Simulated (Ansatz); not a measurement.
Results of HSE06+SOC (plane waves, PAW; Ansatz, a quantum-chemistry and plane-wave program) for solid iodine.

Settings: plane-wave cutoff 460 eV, 6×6×4 k mesh (along the axes of the cell as run), Fermi–Dirac smearing 0.01 eV, PAW data made under PBE.

Cell (measured lattice):

```
CELL_PARAMETERS angstrom
      3.62895     2.39140     0.00000
     -3.62895     2.39140     0.00000
      0.00000     0.00000     9.82380
ATOMIC_POSITIONS crystal
  I  0.84515 0.84515 0.88250
  I  0.65485 0.65485 0.38250
  I  0.34515 0.34515 0.61750
  I  0.15485 0.15485 0.11750
```

Task: Give the computed band gap and smallest direct gap on the k points sampled.

Result: 
- band gap = 1.64 eV (indirect)
- smallest direct gap on the k points sampled = 2.01 eV

Note: cell and atoms aren't relaxed at this level (largest force component 0.09 eV/Å, pressure 0.3 GPa).

Static lattice: no zero-point or thermal effects.
